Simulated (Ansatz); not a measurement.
Frontier orbitals of C2H3FO, SMILES `FC1CO1`.

```xyz
7

F     1.439   -0.808   -0.634
C     0.327   -0.041   -0.606
C    -0.460    0.009    0.610
O     0.402    1.080    0.185
H    -0.082    0.078   -1.606
H    -1.524    0.226    0.577
H    -0.101   -0.545    1.472
```

Total charge 0; spin multiplicity 1. All single points use the PBE0-D4/def2-TZVP geometry. Basis def2-TZVPP, Ansatz.

```json
{"functional": "PBE", "HOMO (eV)": "-7.01", "LUMO (eV)": "0.71"}
```

Q: Give HOMO and LUMO (eV) with LDA (SPW92), revPBE, BLYP, r2SCAN, B97M-V, PBE0, B3LYP, r2SCANh, r2SCAN0, HSE06 (plane-wave form), BHLYP, CAM-B3LYP, LC-ωPBE, ωB97X-V, ωB97M-V, HF. (Best estimate.)

A: Computed: 
```csv
functional,HOMO,LUMO
LDA (SPW92),-7.16,0.49
revPBE,-6.95,0.80
BLYP,-6.93,0.72
r2SCAN,-7.36,1.22
B97M-V,-7.51,1.05
PBE0,-8.70,1.72
B3LYP,-8.45,1.34
r2SCANh,-8.00,1.60
r2SCAN0,-8.95,2.13
HSE06 (plane-wave form),-8.29,1.34
BHLYP,-10.33,2.36
CAM-B3LYP,-10.20,2.53
LC-ωPBE,-11.53,3.90
ωB97X-V,-11.19,3.72
ωB97M-V,-11.13,3.28
HF,-12.64,4.38
```

B3LYP here is the variant with VWN-RPA as its local correlation; programs differ in this. LC-ωPBE has ω = 0.4 bohr⁻¹. Positive LUMOs are unbound and depend on the basis.
